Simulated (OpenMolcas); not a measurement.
Exact exchange and the electronic atomisation energy of CH4FSi

The species is CH4FSi (7 atoms), meant as a doublet with charge 0. As SMILES, `C[SiH]F`. The shape is that of a PBE0-D4/def2-TZVP optimisation.

The electronic atomisation energy y, in eV, basis aug-cc-pVDZ; a is the functional's share of exact exchange. Programs: OpenMolcas 26.06.

```
functional     program     a  y (eV)
     UTPSS  OpenMolcas     0   25.05
      UPBE  OpenMolcas     0   24.93
    UB3LYP  OpenMolcas   0.2       ?
     UPBE0  OpenMolcas  0.25   24.64
    UBHLYP  OpenMolcas   0.5   24.05
```

Task: Fit y = c + s·a to the known rows and predict UB3LYP.

Result: 
1. Means of the 4 rows: a = 0.1875, y = 24.668.
2. Σ(Δa)² = 0.17188, Σ(Δa·Δy) = -0.31562, so the slope is -0.31562/0.17188 = -1.8363.
3. Intercept: 24.668 − (-1.8363) × 0.1875 = 25.012. The largest residual of the fit is 0.087.
4. UB3LYP: 25.012 + (-1.8363) × 0.2 = 24.64 eV.

The run gave 24.57 eV, so the prediction is off by +0.07 eV, within the scatter of the fit. The rows mix families of semi-local functionals, which the line can't see.
